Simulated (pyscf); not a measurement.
Single points on ωB97X-D3(BJ)/def2-SVP structures (PySCF, gas phase).

Problem. For H₃C–SnH: (SMILES [CH3][SnH]) [singlet] + H₂S (SMILES S) + H₂ (SMILES [H][H]) → H₃C–SnH₃ (SMILES [CH3][SnH3]) + H₂S (SMILES S), a multi-bond step (singlet surface; H–S, H–H broken, H–Sn, H–Sn, H–S formed), PBE/def2-TZVP gives ΔE‡ = 0.67 eV and ΔE = -0.86 eV (zero: the separated reactants). In which direction and how far do r²SCAN/def2-TZVP, PBE0-D3(BJ)/def2-TZVP, ωB97M-D3(BJ)/def2-TZVP move these?

Solution. r²SCAN: ΔE‡ = 0.75 eV, ΔE = -1.00 eV; PBE0-D3(BJ): ΔE‡ = 0.83 eV, ΔE = -1.03 eV; ωB97M-D3(BJ): ΔE‡ = 1.38 eV, ΔE = -0.96 eV. PBE's barrier lies under all of them, by 0.08 to 0.71 eV. Its reaction energy lies over all of them, by 0.10 to 0.18 eV. On the reactant side the descent ends in a complex (not fully relaxed), 0.28 eV under the separated species and 1.53 eV under the saddle at ωB97X-D3(BJ)/def2-TZVP. At ωB97X-D3(BJ)/def2-TZVP the barrier from the zero used here is 1.25 eV. This is the saddle that the search found; another between the same sides may lie lower. Elements past Kr carry the def2 core potentials, without spin-orbit coupling.
